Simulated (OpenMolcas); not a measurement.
# An input for SiNH4O (SMILES [O]N[SiH3])

SiNH4O has 7 atoms, charge 0, and is taken as a doublet. SMILES: `[O]N[SiH3]`. The shape is that of a GFN2-xTB optimisation.

```xyz
7

O    -0.3196   -1.6814    0.9640
N    -0.4662   -0.8785   -0.0256
Si    0.3350    0.6844   -0.0305
H    -1.0703   -1.2321   -0.7708
H    -0.1015    1.2300   -1.3144
H    -0.1500    1.4336    1.1251
H     1.7726    0.4441    0.0524
```

Settings wanted:

```json
{"method": "HF", "reference": "UHF", "relativity": "none", "integral approximation": "none", "basis set": "ANO-S-VDZ", "task": "energy", "nucleus": "point"}
```

Q: Give an OpenMolcas 26.06 job that does this.

A: One that was run (others would do as well):

step1.input:
```
&gateway
 coord
 7
 angstrom
 O       -0.319550      -1.681360       0.963970
 N       -0.466220      -0.878510      -0.025620
 Si       0.335030       0.684380      -0.030540
 H       -1.070320      -1.232130      -0.770820
 H       -0.101510       1.229980      -1.314450
 H       -0.150000       1.433580       1.125080
 H        1.772560       0.444060       0.052370
 basis
 ANO-S-VDZ
 group
 NoSym

&seward

&scf
 uhf
 spin
 2
 prorbitals
 1 1
```

```bash
$ export MOLCAS_MEM=1860
$ pymolcas step1.input > step1.log
```

Calculated total energy: -420.41703 Eh.
